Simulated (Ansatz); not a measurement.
# [H···H···S], triplet: the ladder up to UCCSDT(Q)

Geometry: a point of a hydrogen-transfer path between rigid fragments, not a stationary point.

```xyz
3

H     0.0000    0.0000   -1.1643
H     0.0000    0.0000   -0.4193
S     0.0000    0.0000    1.5837
```

Basis cc-pVTZ; Ansatz 0.2.0. Correlated methods freeze the noble-gas cores, which leaves 8 electrons in 57 orbitals. R marks a restricted (for open shells ROHF) determinant, U an unrestricted one. Active spaces: pair = (4e, 4o) about the gap; valence = (8e, 6o) chosen from the atoms' valence shells.

Full CI isn't at hand for all of this; UCCSDT(Q) serves as the reference, and is uncertain by about the last step of the cluster series. The frozen core follows each run's orbitals, which can shift R against U totals by a few meV.

For open shells CISD is restricted-active-space CI with the open shells as a complete middle space.

* UHF ⟨S²⟩: 2.015
* T1 diagnostic (RCCSD): 0.0166
* largest doubles amplitude (RCCSD): 0.046
* T1 diagnostic (UCCSD): 0.0104

| level | E − E(UCCSDT(Q)) (kJ/mol) | share of correlation (%) | wall time |
| --- | --- | --- | --- |
| RHF | 517.3 | 0.00 | – |
| UHF | 500.8 | 3.18 | – |
| RMP2 | 92.1 | 82.20 | – |
| UMP2 | 95.5 | 81.54 | – |
| CISD | 39.0 | 92.47 | 2.8 s |
| RCCSD | 17.3 | 96.66 | – |
| UCCSD | 16.6 | 96.78 | – |
| RCCSD(T) | 2.7 | 99.48 | 3.9 s |
| UCCSD(T) | 2.6 | 99.50 | 4 s |
| BCCD(T) | 2.7 | 99.48 | 4.4 s |
| RCCSDT | 0.6 | 99.89 | – |
| UCCSDT | 0.4 | 99.92 | – |
| RCCSDT(Q) | 0.1 | 99.97 | 48 s |
| CASSCF (valence space) | 466.6 | 9.81 | – |
| NEVPT2 (valence space) | 116.6 | 77.46 | 1.1 s |
| MRCISD (valence space) | 36.8 | 92.89 | – |
| MRCISD+Q (valence space) | 4.2 | 99.19 | 1.7 s |

The correlation energy at UCCSDT(Q), counted from RHF, is -5.361 eV. That run took 43 s on 1 thread of Arm Neoverse V2, shared host.

Run but not shown, since their state or frozen core can't be matched to the reference's or they repeat it: CASSCF (pair space), NEVPT2 (pair space).

Times hold each run's SCF and search for its determinant on a shared host, so for small cases they say little of a method's own cost; they ran on 1 thread of Arm Neoverse V2.

Natural occupations of CASSCF (valence space) about the gap: 2.000 1.999 1.976 1.001 1.000 0.024; effectively unpaired electrons, Σ n²(2−n)², 2.00.
